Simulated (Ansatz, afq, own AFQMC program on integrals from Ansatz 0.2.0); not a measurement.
Two steps: Ansatz 0.2.0 writes the Fock matrix and Cholesky factors of the valence space, and afq projects on them the lowest state that overlaps trial and start.

```yaml
crystal:
  periodic: [false, false, false]
  atoms:
    - {symbol: B, position_ang: [0.000000, -0.380732, 2.150191]}
    - {symbol: B, position_ang: [0.000000, 0.405618, 0.780388]}
    - {symbol: Si, position_ang: [0.000000, -0.067455, -1.159082]}
    - {symbol: H, position_ang: [0.000000, 1.612658, 0.864045]}
basis:
  gaussian: {orbitals: cc-pVDZ}
magnetization: {spin_polarized: true, initial_magnetization: 3}
correlation: {method: ccsd_t, electrons: outside_noble_gas, hamiltonian_folder: ham}
```

```sh
$ ansatz run in.yaml --threads 1 --pin off --events-out ev --progress --plain --max-ram 1843MiB
```

afq runs on the folder ham with

```
--method free --trial cisd --walkers 60 --time-step 0.03 --max-blocks 80 --target-error 0.0004 --factor-cut 1e-05 --seed 7194 --times 0,0.21,0.42,0.81,1.2,1.8,2.4,3 --taylor-order 8
```

Times are imaginary, in 1/Eh. The walk had a cap of 2083 s.

Output of the walk:

```
orbitals 44  electrons 7 4  factors 349 of 493
reference energy -338.67832032 Eh
CCSD correlation -0.21579172 Eh in 18 cycles, weight of the determinant in the CISD state 0.8199
repeat  energy at the last time / Eh  error
    10  -338.904625  0.001609
    20  -338.903783  0.000902
    30  -338.903712  0.000672
    40  -338.903816  0.000540
    50  -338.904151  0.000556
    60  -338.904232  0.000516
    70  -338.904357  0.000485
    80  -338.904569  0.000458
time / (1/Eh)  energy / Eh  error  mean overlap
  0.00  -338.894359  0.000202  1.2205
  0.21  -338.897782  0.000197  1.2217
  0.42  -338.899672  0.000236  1.2237
  0.81  -338.901808  0.000292  1.2395
  1.20  -338.903254  0.000369  1.2356
  1.80  -338.904305  0.000387  1.2295
  2.40  -338.904751  0.000474  1.2428
  3.00  -338.904569  0.000458  1.2629
energy -338.904569 +/- 0.000458 Eh
```

The run passed its tests (error under three times the target), which doesn't prove that it has relaxed.

Against this walk (error 12.5 meV) on the same determinant: CCSD(T) 50.3 meV higher, CCSDT(Q) 32.4 meV lower. The error is statistical, and a free projection of finite length keeps a remainder of its start. None of these is a sure reference here.

Cautions: remainder of the start not in the error; error above the target (12.5 against 10.9 meV); lower spins were not checked; raised T1 diagnostic (T1 0.044, weight of the determinant 0.82, largest double 0.07); unrestricted determinant slightly spin contaminated (⟨S²⟩ 3.80 against 3.75).

The walk took 7 min on 1 thread of Intel(R) Xeon(R) Platinum 8375C CPU @ 2.90GHz (Ice Lake), on a shared host. The log's last line is the free-projection energy.

CCSDT and higher add their correlation energy to the determinant of the CCSD(T) run, since their own runs factorise the integrals more tightly (a shift of under 2 meV). A walk keeps the symmetry of its determinant, which the program's search chose and which needn't be the lowest solution, so a lower state of the same spin and another symmetry isn't excluded.
